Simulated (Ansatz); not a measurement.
**Molecular dynamics, step by step**

CH3AlN (SMILES [CH]1[NH][AlH]1), doublet, PBE0-D4/def2-SVP (Ansatz 0.2.0). Settings (timestep in fs, temperature in K; T counts 12 degrees of freedom):

```yaml
hamiltonian: {xc: pbe0, dispersion: d4}
md: {n_steps: 80, timestep: 0.75, temperature: 1500, ensemble: nve, seed: 988, initial_velocities: maxwell_boltzmann}
```

Start (the SMILES describes the start alone):

```
6
angstrom
C -0.3582 -0.9024 -0.2326
N 0.2611 0.1998 -0.5570
Al 0.5944 -0.0316 1.3234
H -1.0799 -1.3244 -0.9444
H 0.1148 0.6192 -1.4760
H 0.4678 1.4394 1.8867
```

```
step  time (fs)  potential energy less the start (meV)  kinetic energy (meV)  T (K)
   0       0.00                                    0.0                 775.6   1500
   5       3.75                                  192.6                 588.3   1138
  10       7.50                                  268.0                 511.8    990
  15      11.25                                  291.7                 487.4    943
  20      15.00                                  359.5                 422.2    817
  25      18.75                                  251.7                 527.0   1019
  30      22.50                                  148.4                 629.2   1217
  35      26.25                                  200.5                 581.8   1125
  40      30.00                                  105.5                 673.8   1303
  45      33.75                                  151.0                 626.1   1211
  50      37.50                                  330.9                 450.1    871
  55      41.25                                  400.7                 382.3    739
  60      45.00                                  283.5                 495.8    959
  65      48.75                                  230.6                 549.0   1062
  70      52.50                                  177.1                 605.0   1170
  75      56.25                                   94.7                 685.5   1326
  80      60.00                                   13.8                 766.7   1483
```

Step 15, positions (Å) and forces (eV/Å):

```tsv
atom	x	y	z	Fx	Fy	Fz
C1	-0.399	-0.881	-0.313	0.246	-0.104	1.589
N2	0.271	0.143	-0.684	0.305	-0.003	2.199
Al3	0.641	-0.018	1.415	-0.805	0.194	-1.649
H4	-1.264	-1.263	-0.896	0.086	0.039	0.004
H5	-0.116	0.718	-1.391	-0.082	0.829	-1.839
H6	-0.018	1.451	2.033	0.250	-0.955	-0.304
```

Step 65, positions (Å) and forces (eV/Å):

```tsv
atom	x	y	z	Fx	Fy	Fz
C1	-0.365	-0.753	-0.109	-2.644	-2.402	-1.431
N2	0.319	0.173	-0.670	0.228	0.120	0.685
Al3	0.568	-0.037	1.288	1.562	0.802	2.667
H4	-1.068	-1.555	-0.573	1.160	1.328	0.078
H5	0.456	0.309	-1.652	-0.219	0.201	-1.059
H6	0.089	0.705	2.723	-0.087	-0.050	-0.940
```

Step 70, positions (Å) and forces (eV/Å):

| atom | x | y | z | Fx | Fy | Fz |
| --- | --- | --- | --- | --- | --- | --- |
| C1 | -0.385 | -0.810 | -0.158 | 1.545 | 2.847 | 1.344 |
| N2 | 0.320 | 0.175 | -0.651 | -0.237 | -0.880 | 0.079 |
| Al3 | 0.572 | -0.026 | 1.303 | 1.102 | -0.053 | 1.172 |
| H4 | -1.091 | -1.408 | -0.611 | -1.620 | -1.782 | -1.929 |
| H5 | 0.457 | 0.405 | -1.646 | -0.453 | -0.043 | 0.193 |
| H6 | 0.232 | 0.830 | 2.699 | -0.337 | -0.088 | -0.859 |

Last step (80):

C1  (-0.420, -0.863, -0.248)
N2  (0.312, 0.154, -0.612)
Al3  (0.597, -0.010, 1.343)
H4  (-1.177, -1.336, -0.992)
H5  (0.301, 0.550, -1.519)
H6  (0.345, 1.112, 2.404)
(Å)

The run took about 120 s on 2 CPU threads of an Arm Neoverse V1 (shared host).
